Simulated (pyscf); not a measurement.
Single points on ωB97X-D3(BJ)/def2-SVP structures (PySCF, gas phase).

**Question.** What is the homolytic dissociation enthalpy (298 K, ωB97M-D3(BJ)/def2-TZVP) of the H–Se bond of `[Cl][Ti]([Cl])([Cl])[SeH]`, to [Cl–Ti(Cl)(Cl)–Se]• + H•?

**Answer.** H–Se to [Cl–Ti(Cl)(Cl)–Se]• + H•: 3.40 eV. The 7 functionals that were run give +3.29 (M06-2X) to +3.44 eV (ωB97X-D3(BJ)). The radicals are drawn with the spin at the cut bond; how far it spreads was not checked. Other isomers of [Cl–Ti(Cl)(Cl)–Se]• were not searched in full and may lie lower. Open-shell species with a d-block atom are single-reference here; other states, and whether the spin sits on metal or ligand, were not checked. Elements up to Kr have no core potential and no relativistic terms here.
